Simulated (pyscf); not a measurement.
This saddle point was located with ωB97X-D3(BJ)/def2-SVP in PySCF.

```
Ga
H 1 1.5478
H 1 1.6934 2 110.44
H 3 1.0939 1 74.61 2 90.04
H 3 1.1042 4 148.82 1 -0.92
P 1 2.3020 2 135.39 4 136.48
H 6 1.4243 1 93.61 2 174.12
H 6 1.4252 7 93.99 1 94.23
```

Surface: singlet, charge 0. Lowest wavenumbers (cm⁻¹): 1523i, 113, 293, 380, 403.

Task: What reaction is this the transition state of?

Result: H₂P–GaH₂ + hydrogen (H₂) ⇌ H₂P–GaH₂ + hydrogen (H₂), a four-centre exchange read from left to right: Ga–H, H–H broken and Ga–H, H–H formed. At ωB97M-D3(BJ)/def2-TZVP it lies +1.24 eV from the left side and +1.24 eV from the right (each side as separated species at their lowest minima found). At the saddle there is also a short Ga–H contact that neither side keeps. One saddle was located; it need not be the lowest between these sides. Elements up to Kr have no core potential and no relativistic terms here.
